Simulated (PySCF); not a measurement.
Gas-phase reaction: B2O2 + N2O ⇌ B2O3 + 2 N

Energies from PySCF, thermal terms from the rigid-rotor harmonic-oscillator model, ideal gas at 1 bar. 'Table' is the NASA 1993 thermochemical table (part measured, part estimated). † marks an energy on the PBE0/def2-TZVP geometry and frequencies; other levels use their own. 6-31G* has spherical d functions here. Open shells (unrestricted): N (multiplicity 4); the rest are closed-shell singlets. B3LYP is the form with VWN-RPA correlation. The harmonic model lacks anharmonicity and excited electronic states, which grow with temperature; levels with a mode under 35 cm⁻¹ are left out. Soft modes under 120 cm⁻¹ make the harmonic entropy rough for B2O3. The table's entry may be an old estimate for B2O2, B2O3 (not checked at source).

```csv
level,"ΔH°(298 K), kJ",minus table,"ΔG°(800 K), kJ"
table,483.8,-,378.6
B3LYP/def2-TZVP†,511.8,28.0,408.9
HF/6-31G*,-121.3,-605.1,-225.5
PBE/def2-TZVP†,633.6,149.8,530.7
PBE0/def2-TZVP,510.3,26.5,407.3
r2SCAN/def2-TZVP†,499.4,15.6,396.4
LDA/def2-TZVP†,731.0,247.2,628.0
ωB97M-V/def2-TZVP†,486.3,2.5,383.3
```
